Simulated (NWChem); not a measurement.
# One shape, several levels: SiO (SMILES O=[Si])

Wanted: a comparison of 6 runs (HF/def2-SVP, BLYP/def2-TZVPPD, TPSS/def2-TZVPPD, MP2/cc-pVTZ, MP2/def2-TZVPPD, CCSD/def2-TZVPPD) of SiO. 

The results are computed with NWChem 7.3.0.

### 1 The molecule

SiO has 2 atoms, charge 0, and is taken as a singlet. As SMILES, `O=[Si]`. The coordinates come from a PBE0-D4/def2-TZVP relaxation.

Bond lengths: O1–Si2 1.509 Å.

### 2 Energy and gradient at HF/def2-SVP (run 1)

Contents of run.py:

```python
from ase import Atoms
from ase.calculators.nwchem import NWChem

mol = Atoms('OSi', positions=[
    [-0.640700, 0.231500, -0.324000],
    [0.640700, -0.231500, 0.324000],
])

calc = NWChem(
    label='mymol',
    theory='scf',
    memory='2200 mb',
    basis='def2-SVP',
    basispar='spherical bse',
    scf={'nopen': '0', 'rhf': None, 'thresh': '1e-08', 'maxiter': '80', 'print': 'low'},
)
mol.calc = calc

forces = mol.get_forces()
print(f"energy = {mol.get_potential_energy():.6f} eV")
print("forces (eV/A):")
for s, f in zip(mol.symbols, forces):
    print(f"{s:2s} {f[0]:10.5f} {f[1]:10.5f} {f[2]:10.5f}")
```

Started as:

```sh
export ASE_NWCHEM_COMMAND="nwchem PREFIX.nwi > PREFIX.nwo"
python run.py
```

The log of the run:

```text
energy = -9895.020478 eV
forces (eV/A):
O     1.00391   -0.36273    0.50769
Si   -1.00391    0.36273   -0.50769
```

The calculator wrote mymol.nwi:

```
title "mymol"

permanent_dir mymol

scratch_dir mymol

start mymol

geometry units angstrom nocenter noautosym noautoz
  O  -6.4070000000000005e-01 2.3150000000000001e-01 -3.2400000000000001e-01
  Si 6.4070000000000005e-01 -2.3150000000000001e-01 3.2400000000000001e-01
end

memory 2200 mb

basis spherical bse noprint
   * library def2-SVP
end

scf
  nopen 0
  rhf
  thresh 1e-08
  maxiter 80
  print low
end

task scf gradient
```

mymol.nwo:

```text
Northwest Computational Chemistry Package (NWChem) 7.3.0
             --------------------------------------------------------

           Job information
           ---------------

    nwchem branch   = 7.3.0
    use scalapack   = T
    input           = mymol.nwi
    prefix          = mymol.
    data base       = mymol/mymol.db
    status          = startup
    nproc           =        1

           Memory information
           ------------------

    heap     =     72089600 doubles =      550.0 Mbytes
    stack    =     72089597 doubles =      550.0 Mbytes
    global   =    144179200 doubles =     1100.0 Mbytes (distinct from heap & stack)
    total    =    288358397 doubles =     2200.0 Mbytes
    verify   = yes
    hardfail = no

[... 33 lines left out ...]
            Nuclear Dipole moment (a.u.)
[... 39 lines left out ...]
 Forming initial guess at       0.0s

 Starting SCF solution at       0.1s

       Final RHF  results
       ------------------

         Total SCF energy =   -363.635298448161
      One-electron energy =   -582.766249623650
      Two-electron energy =    179.847615978868
 Nuclear repulsion energy =     39.283335196622

        Time for solution =      0.9s

                              NWChem Gradients Module
                              -----------------------

                         RHF ENERGY GRADIENTS

    atom               coordinates                        gradient
                 x          y          z           x          y          z
   1 O      -1.210747   0.437472  -0.612271   -0.019523   0.007054  -0.009873
   2 Si      1.210747  -0.437472   0.612271    0.019523  -0.007054   0.009873

 Task  times  cpu:        1.2s     wall:        1.2s
 Total times  cpu:        1.2s     wall:        1.2s
```

Wall time 2.7 s (1 thread of Intel Xeon Platinum 8488C (Sapphire Rapids), shared host); peak memory 0.099 GiB.

### 3 Energy and gradient at BLYP/def2-TZVPPD (run 2)

Contents of work.nw:

```
start work
title "OSi gradient"
memory stack 880 mb heap 220 mb global 1100 mb
geometry units angstrom noautosym nocenter noautoz
   O     -0.640700     0.231500    -0.324000
   Si     0.640700    -0.231500     0.324000
end
basis spherical bse
   * library def2-TZVPPD
end
dft
   xc becke88 lyp
   grid xfine
   convergence energy 1e-08
   maxiter 100
   mulliken
end
task dft gradient
```

Started as:

```sh
nwchem work.nw > work.out
```

The log of the run:

```text
[...]
          Wavefunction type:  closed shell.
          No. of atoms     :     2
          No. of electrons :    22
[...]
          Charge           :     0
          Spin multiplicity:     1
[...]
          AO basis - number of functions:    88
[...]
              XC Information
              --------------
                    Becke 1988 Exchange Functional  1.000
              Lee-Yang-Parr Correlation Functional  1.000
[...]
 d= 0,ls=0.0,diis     1   -364.6035936553 -4.04D+02  2.83D-02  1.52D+00     2.2
[...]
 d= 0,ls=0.0,diis    10   -364.7742460007 -7.47D-09  6.62D-08  1.22D-10    13.4
         Total DFT energy =     -364.774246000749
      One electron energy =     -583.180699524463
           Coulomb energy =      208.584648013146
    Exchange-Corr. energy =      -29.461529686055
 Nuclear repulsion energy =       39.283335196622
[...]
      Total Density - Mulliken Population Analysis
     ---------------------------------------------
    Atom       Charge   Shell Charges
 -----------   ------   -------------------------------------------------------
    1 O    8     8.32   0.79  1.17  0.62  0.92  0.30  0.02  1.86  1.78  0.79  0.03  0.00  0.02  0.00  0.00
    2 Si  14    13.68   2.01  0.57  1.39  1.19  0.76  0.05  4.12  1.67  0.55  0.90  0.26  0.01  0.11  0.07  0.01  0.03
[...]
  wavefunction    = closed shell
                         DFT ENERGY GRADIENTS
    atom               coordinates                        gradient
                 x          y          z           x          y          z
   1 O      -1.210747   0.437472  -0.612271    0.021237  -0.007673   0.010739
   2 Si      1.210747  -0.437472   0.612271   -0.021237   0.007673  -0.010739
[...]
```

It took 22 s on 1 thread of Intel Xeon Platinum 8488C (Sapphire Rapids), shared host; peak memory 0.13 GiB.

Runs 3 to 4 aren't shown in full; the table further down has their settings and results.

### 4 Energy and gradient at MP2/def2-TZVPPD (run 5)

Contents of a.xyz:

```xyz
2

O     -0.640700     0.231500    -0.324000
Si     0.640700    -0.231500     0.324000
```

Contents of a.nw:

```
start a
memory stack 880 mb heap 220 mb global 1100 mb

geometry noautosym nocenter noautoz
 load a.xyz
end

basis spherical bse
 O library def2-TZVPPD
 Si library def2-TZVPPD
end

scf
 thresh 1e-08
 maxiter 80
 print medium
end

mp2
 freeze core 6
 tight
end

task mp2 gradient
```

Started as:

```sh
nwchem a.nw > a.out
```

The log of the run:

```text
[...]
  functions       =    88
[...]
  wavefunction    = RHF
[...]
         Total SCF energy =   -363.842465513494
      One-electron energy =   -583.080529012898
      Two-electron energy =    179.954728302783
 Nuclear repulsion energy =     39.283335196622
        Time for solution =     12.4s
[...]
          Total MP2 energy          -364.179573553014
[...]
                         mp2 ENERGY GRADIENTS
    atom               coordinates                        gradient
                 x          y          z           x          y          z
   1 O      -1.210747   0.437472  -0.612271    0.020902  -0.007552   0.010570
   2 Si      1.210747  -0.437472   0.612271   -0.020902   0.007552  -0.010570
[...]
```

Run time: 32 s. Hardware: 1 thread of Intel Xeon Platinum 8488C (Sapphire Rapids), shared host; peak memory 0.18 GiB.

### 5 A single-point energy at CCSD/def2-TZVPPD (run 6)

Contents of osi.nw:

```
start osi
title "OSi ccsd"
memory stack 880 mb heap 220 mb global 1100 mb
geometry noautosym nocenter noautoz
O     -0.640700     0.231500    -0.324000
Si     0.640700    -0.231500     0.324000
end
basis spherical bse
O library def2-TZVPPD
Si library def2-TZVPPD
end
scf
thresh 1e-08
maxiter 80
print low
end
ccsd
freeze core 6
maxiter 60
end
task ccsd energy
```

Started as:

```sh
nwchem osi.nw > osi.out
```

The log of the run:

```text
[...]
  functions       =    88
[...]
  wavefunction    = RHF
[...]
         Total SCF energy =   -363.842465513471
      One-electron energy =   -583.080529012714
      Two-electron energy =    179.954728302621
 Nuclear repulsion energy =     39.283335196622
        Time for solution =     10.7s
[...]
 Total MP2 energy:           -364.179573552991542
[...]
             energy      energy      error      ampl     ampl      Block
                                                time     time      time
[...]
 Total CCSD energy:           -364.181159786033447
[...]
```

Run time: 89 s. Hardware: 1 thread of Intel Xeon Platinum 8488C (Sapphire Rapids), shared host; peak memory 0.12 GiB.

### 6 The series

| run | level | iteration cap | module | energy (Eh) | largest force (eV/Å) | wall time |
| --- | --- | --- | --- | --- | --- | --- |
| 1 | HF/def2-SVP | 80 | scf | -363.635298 | 1.182 | 2.7 s |
| 2 | BLYP/def2-TZVPPD | 100 | dft | -364.774246 | 1.286 | 22 s |
| 3 | TPSS/def2-TZVPPD | 100 | dft | -364.792816 | 0.941 | 23 s |
| 4 | MP2/cc-pVTZ | 80 | mp2 | -364.175291 | 1.465 | 46 s |
| 5 | MP2/def2-TZVPPD | 80 | mp2 | -364.179574 | 1.265 | 32 s |
| 6 | CCSD/def2-TZVPPD | 80 | ccsd | -364.181160 | – | 89 s |

### 7 Summary of results

| quantity | value |
| --- | --- |
| run 6: total energy | -364.18116 Eh |
| run 6: correlation energy (6 core orbitals frozen) | -338.7 mEh |

In words: Over runs 2, 3, 4, 5 the dipole moment (its size) runs from 2.69 D (MP2/cc-pVTZ) to 2.98 D (BLYP/def2-TZVPPD). The two ends differ in method and basis. Totals of different functionals can't be ranked against each other. All runs together took 3.6 min, the longest 89 s.
